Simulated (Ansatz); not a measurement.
Ansatz (a program for electronic structure) input (B3LYP/6-31G*):

Ansatz 0.2 input:
```yaml
crystal:
  periodic: [false, false, false]
  atoms:
    - {symbol: S, position_ang: [-0.00349031, -0.02180195, 1.20522496]}
    - {symbol: C, position_ang: [0.00181121, 1.29162111, -0.13565327]}
    - {symbol: C, position_ang: [-0.00113531, -1.21010911, -0.06817093]}
    - {symbol: C, position_ang: [0.00492995, 0.81742810, -1.40142289]}
    - {symbol: C, position_ang: [0.00308866, -0.63326732, -1.31616260]}
    - {symbol: H, position_ang: [0.00178017, 2.30430174, 0.26252855]}
    - {symbol: H, position_ang: [-0.00302217, -2.26833863, 0.18306620]}
    - {symbol: H, position_ang: [0.00491994, -1.28116848, -2.20073596]}
basis:
  gaussian:
    orbitals: 6-31G*
hamiltonian:
  xc: {name: B3LYP}
total_charge: -1
phonons: {temperatures: {t_min: 298.15, t_max: 298.15, t_step: 100}}
```

Question: Which harmonic wavenumbers does it give?

Answer: 407, 440, 535, 660, 664, 705, 759, 837, 877, 1022, 1117, 1199, 1344, 1425, 1467, 3064, 3164, 3176 cm⁻¹ (unscaled; negative means imaginary).
